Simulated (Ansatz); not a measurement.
**quartet Si3H7: levels of theory compared**

We compute a comparison of 6 runs (UHF/STO-3G, UHF/3-21G, U-revPBE/cc-pVDZ, UBHLYP/cc-pVDZ, UCAM-B3LYP/cc-pVDZ, USVWN5/cc-pVDZ) of quartet Si3H7. 

The calculation is run with Ansatz 0.2.0.

26 further runs of the same task are left out: 26 set aside as unsound or not needed. Runs told in other sessions of the task aren't counted.

## (1) The system as given

Si3H7: 10 atoms, total charge 0, spin state quartet. SMILES of the parent species: `[SiH3][SiH][SiH3]`. The shape is that of a PBE0-D4/def2-TZVP optimisation. That shape belongs to the parent species and isn't relaxed for this state.

Bond lengths: Si1–Si2 2.324 Å, Si2–Si3 2.324 Å, Si1–H4 1.487 Å, Si1–H5 1.487 Å, Si1–H6 1.490 Å, Si2–H7 1.491 Å, Si3–H8 1.487 Å, Si3–H9 1.490 Å, Si3–H10 1.487 Å. Some angles: Si1–Si2–Si3 117.3°, Si1–Si2–H7 113.2°, Si3–Si2–H7 113.2°, Si2–Si1–H4 108.6°, Si2–Si1–H5 110.1°, Si2–Si1–H6 112.2°, Si2–Si3–H8 108.6°, Si2–Si3–H9 112.2°, Si2–Si3–H10 110.1°, H4–Si1–H5 109.1°.

## (2) The energy at UHF/STO-3G (run 1)

The input, run.yaml:

```yaml
crystal:
  periodic: [false, false, false]
  atoms:
    - {symbol: Si, position_ang: [-1.326900, 0.854900, -1.209200]}
    - {symbol: Si, position_ang: [0.719400, -0.131600, -0.719600]}
    - {symbol: Si, position_ang: [1.000400, -1.003300, 1.416100]}
    - {symbol: H, position_ang: [-2.411900, -0.065200, -0.777100]}
    - {symbol: H, position_ang: [-1.443700, 1.089800, -2.673000]}
    - {symbol: H, position_ang: [-1.505500, 2.157900, -0.508900]}
    - {symbol: H, position_ang: [1.885800, 0.672200, -1.184600]}
    - {symbol: H, position_ang: [-0.178100, -1.849500, 1.741300]}
    - {symbol: H, position_ang: [1.115000, 0.064100, 2.449300]}
    - {symbol: H, position_ang: [2.228500, -1.840300, 1.468800]}
basis:
  gaussian:
    orbitals: STO-3G
accuracy: high
hamiltonian:
  xc: hf
magnetization:
  spin_polarized: true
  initial_magnetization: 3
output: {orbitals: {seedname: orbitals}}
```

The run is started by

```
$ ansatz run run.yaml --threads 1 --pin off --max-ram 3480MiB --events-out events.jsonl --progress --plain --runs-dir runs
```

What it wrote:

```text
Warning: RAYON_NUM_THREADS=1 ignored (pool sized by the plan → 1); use --threads N
Functional definition: HF
  name "HF"
  exchange = exact_x
  correlation = 0
653 factors; integrals over basis functions are off by at most 3.5e-9 eV
mean field evaluation 1: about -23414.4776 eV, gradient 9.1e0 eV
mean field evaluation 2: about -23414.5497 eV, gradient 9.0e0 eV
mean field evaluation 4: about -23416.0090 eV, gradient 1.3e0 eV
mean field evaluation 8: about -23416.0744 eV, gradient 1.7e-4 eV
mean field evaluation 16: about -23416.0728 eV, gradient 1.2e-4 eV
mean field evaluation 32: about -23416.1159 eV, gradient 4.3e-1 eV
mean field evaluation 64: about -23416.1495 eV, gradient 3.0e-1 eV
mean field evaluation 96: about -23416.0728 eV, gradient 1.5e-3 eV
mean field -23416.14648126 eV, -860.5275111522 hartree, gradient 1.9e-8 eV, S^2 3.755183; 4 other end points of the search recorded, 0 dependent functions left out
reference -23416.14648126 eV, -860.5275111522 hartree; 26, 23 occupied and 8, 11 virtual orbitals, 653 factors
Total energy: -23416.14648126 eV, -860.5275111522 hartree
```

Run time: 1.6 s. Hardware: 1 thread of Intel Xeon Platinum 8375C at 2.90GHz (Ice Lake), shared host; peak memory 0.12 GiB.

## (3) The energy at UHF/3-21G (run 2)

The input, in.yaml:

```yaml
crystal:
  periodic: [false, false, false]
  atoms:
    - symbol: Si
      position_ang: [-1.326900, 0.854900, -1.209200]
    - symbol: Si
      position_ang: [0.719400, -0.131600, -0.719600]
    - symbol: Si
      position_ang: [1.000400, -1.003300, 1.416100]
    - symbol: H
      position_ang: [-2.411900, -0.065200, -0.777100]
    - symbol: H
      position_ang: [-1.443700, 1.089800, -2.673000]
    - symbol: H
      position_ang: [-1.505500, 2.157900, -0.508900]
    - symbol: H
      position_ang: [1.885800, 0.672200, -1.184600]
    - symbol: H
      position_ang: [-0.178100, -1.849500, 1.741300]
    - symbol: H
      position_ang: [1.115000, 0.064100, 2.449300]
    - symbol: H
      position_ang: [2.228500, -1.840300, 1.468800]
basis:
  gaussian:
    orbitals: 3-21G.json
magnetization:
  spin_polarized: true
  initial_magnetization: 3
output: {orbitals: {seedname: orbitals}}
accuracy: high
hamiltonian:
  xc: hf
```

The basis set 3-21G is read from a file made from the Basis Set Exchange's data (not shown).

The run is started by

```
$ ansatz run in.yaml --threads 1 --pin off --max-ram 3480MiB --events-out events.jsonl --progress --plain --runs-dir runs
```

What it wrote:

```text
Warning: RAYON_NUM_THREADS=1 ignored (pool sized by the plan → 1); use --threads N
[... 4 set-up lines as earlier in the session ...]
1228 factors; integrals over basis functions are off by at most 5.5e-9 eV
mean field evaluation 1: about -23562.5108 eV, gradient 9.0e0 eV
mean field evaluation 2: about -23562.5202 eV, gradient 9.0e0 eV
mean field evaluation 4: about -23563.6836 eV, gradient 1.0e0 eV
mean field evaluation 8: about -23563.7208 eV, gradient 7.3e-4 eV
mean field evaluation 16: about -23563.3864 eV, gradient 2.7e0 eV
mean field evaluation 32: about -23562.5894 eV, gradient 3.6e0 eV
mean field evaluation 64: about -23563.6165 eV, gradient 5.6e-1 eV
mean field evaluation 96: about -23563.7209 eV, gradient 1.7e-4 eV
mean field -23563.72085903 eV, -865.9507695056 hartree, gradient 6.3e-8 eV, S^2 3.767509; 2 other end points of the search recorded, 0 dependent functions left out
reference -23563.72085903 eV, -865.9507695056 hartree; 26, 23 occupied and 27, 30 virtual orbitals, 1228 factors
Total energy: -23563.72085903 eV, -865.9507695056 hartree
```

Run time: 3 s. Hardware: 1 thread of Intel Xeon Platinum 8375C at 2.90GHz (Ice Lake), shared host; peak memory 0.17 GiB.

Run 3 isn't shown in full; the table further down has it.

## (4) The energy at UBHLYP/cc-pVDZ (run 4)

The input, job.yaml:

```yaml
crystal:
  periodic: [false, false, false]
  atoms:
    - symbol: Si
      position_ang: [-1.326900, 0.854900, -1.209200]
    - symbol: Si
      position_ang: [0.719400, -0.131600, -0.719600]
    - symbol: Si
      position_ang: [1.000400, -1.003300, 1.416100]
    - symbol: H
      position_ang: [-2.411900, -0.065200, -0.777100]
    - symbol: H
      position_ang: [-1.443700, 1.089800, -2.673000]
    - symbol: H
      position_ang: [-1.505500, 2.157900, -0.508900]
    - symbol: H
      position_ang: [1.885800, 0.672200, -1.184600]
    - symbol: H
      position_ang: [-0.178100, -1.849500, 1.741300]
    - symbol: H
      position_ang: [1.115000, 0.064100, 2.449300]
    - symbol: H
      position_ang: [2.228500, -1.840300, 1.468800]
basis:
  gaussian:
    orbitals: cc-pVDZ
accuracy: high
magnetization:
  spin_polarized: true
  initial_magnetization: 3
hamiltonian:
  xc: {name: BHLYP}
output: {orbitals: {seedname: orbitals}}
```

The run is started by

```
$ ansatz run job.yaml --threads 1 --pin off --max-ram 3480MiB --events-out events.jsonl --progress --plain --runs-dir runs
```

What it wrote:

```text
Warning: RAYON_NUM_THREADS=1 ignored (pool sized by the plan → 1); use --threads N
Functional definition: BHLYP
  name "BHLYP"
  parameter a = 0.5
  exchange = (1 - a)*b88_x + a*exact_x
  correlation = lyp_c
2120 factors; integrals over basis functions are off by at most 3.8e-9 eV
mean field evaluation 1: about -23738.2366 eV, gradient 6.7e0 eV
mean field evaluation 2: about -23738.7396 eV, gradient 2.7e0 eV
mean field evaluation 4: about -23738.8355 eV, gradient 2.8e-1 eV
mean field evaluation 8: about -23738.8522 eV, gradient 5.8e-2 eV
mean field evaluation 16: about -23738.8528 eV, gradient 2.3e-4 eV
mean field evaluation 32: about -23738.1087 eV, gradient 2.9e0 eV
mean field -23738.85279092 eV, -872.3867492938 hartree, gradient 8.3e-8 eV, S^2 3.757022; 6 other end points of the search recorded, 0 dependent functions left out
reference -23738.85282455 eV, -872.3867505299 hartree; 26, 23 occupied and 63, 66 virtual orbitals, 2120 factors
Total energy: -23738.85282455 eV, -872.3867505299 hartree
```

Wall time 17 s (1 thread of Intel Xeon Platinum 8375C at 2.90GHz (Ice Lake), shared host); peak memory 0.49 GiB.

Run 5 isn't shown in full; the table further down has it.

## (5) A single-point energy at USVWN5/cc-pVDZ (run 6)

The input, in.yaml:

```yaml
crystal:
  periodic: [false, false, false]
  atoms:
    - {symbol: Si, position_ang: [-1.326900, 0.854900, -1.209200]}
    - {symbol: Si, position_ang: [0.719400, -0.131600, -0.719600]}
    - {symbol: Si, position_ang: [1.000400, -1.003300, 1.416100]}
    - {symbol: H, position_ang: [-2.411900, -0.065200, -0.777100]}
    - {symbol: H, position_ang: [-1.443700, 1.089800, -2.673000]}
    - {symbol: H, position_ang: [-1.505500, 2.157900, -0.508900]}
    - {symbol: H, position_ang: [1.885800, 0.672200, -1.184600]}
    - {symbol: H, position_ang: [-0.178100, -1.849500, 1.741300]}
    - {symbol: H, position_ang: [1.115000, 0.064100, 2.449300]}
    - {symbol: H, position_ang: [2.228500, -1.840300, 1.468800]}
basis:
  gaussian: {orbitals: cc-pVDZ}
magnetization: {spin_polarized: true, initial_magnetization: 3}
hamiltonian: {xc: {name: SVWN5}}
accuracy: high
output: {orbitals: {seedname: orbitals}}
```

The run is started by

```
$ ansatz run in.yaml --threads 1 --pin off --max-ram 3480MiB --events-out events.jsonl --progress --plain --runs-dir runs
```

What it wrote:

```text
Warning: RAYON_NUM_THREADS=1 ignored (pool sized by the plan → 1); use --threads N
Functional definition: SVWN5
  name "SVWN5"
  exchange = slater_x
  correlation = vwn5_c
2120 factors; integrals over basis functions are off by at most 3.8e-9 eV
mean field evaluation 1: about -23641.4231 eV, gradient 1.2e1 eV
mean field evaluation 2: about -23641.9121 eV, gradient 9.8e0 eV
mean field evaluation 4: about -23642.8534 eV, gradient 8.9e-1 eV
mean field evaluation 8: about -23642.8475 eV, gradient 1.1e-1 eV
mean field evaluation 16: about -23642.8477 eV, gradient 4.0e-5 eV
mean field evaluation 32: about -23640.0239 eV, gradient 9.4e0 eV
mean field evaluation 64: about -23642.1105 eV, gradient 2.7e-1 eV
mean field -23642.84765764 eV, -868.8586257205 hartree, gradient 8.3e-8 eV, S^2 3.753602; 8 other end points of the search recorded, 0 dependent functions left out
reference -23642.84766163 eV, -868.8586258671 hartree; 26, 23 occupied and 63, 66 virtual orbitals, 2120 factors
Total energy: -23642.84766163 eV, -868.8586258671 hartree
```

It took 17 s on 1 thread of Intel Xeon Platinum 8375C at 2.90GHz (Ice Lake), shared host; peak memory 0.31 GiB.

## (6) Overview of the runs

| run | level | energy (Eh) | HOMO energy (eV) | ⟨S²⟩ | wall time |
| --- | --- | --- | --- | --- | --- |
| 1 | UHF/STO-3G | -860.527511 | 0.61 | 3.755 | 1.6 s |
| 2 | UHF/3-21G | -865.950770 | -3.45 | 3.768 | 3 s |
| 3 | U-revPBE/cc-pVDZ | -872.233041 | -1.52 | 3.756 | 17 s |
| 4 | UBHLYP/cc-pVDZ | -872.386751 | -2.75 | 3.757 | 17 s |
| 5 | UCAM-B3LYP/cc-pVDZ | -872.393163 | -3.09 | 3.756 | 25 s |
| 6 | USVWN5/cc-pVDZ | -868.858626 | -1.56 | 3.754 | 17 s |

## (7) Results

| quantity | value |
| --- | --- |
| run 6: total energy | -868.85863 Eh |
| run 6: HOMO energy (highest over α and β) | -1.56 eV |
| run 6: ⟨S²⟩ | 3.754 |

What this shows: Totals of different functionals can't be ranked against each other. In run 1 the basis is minimal, so the values are rough. All runs together took 80 s, the longest 25 s.
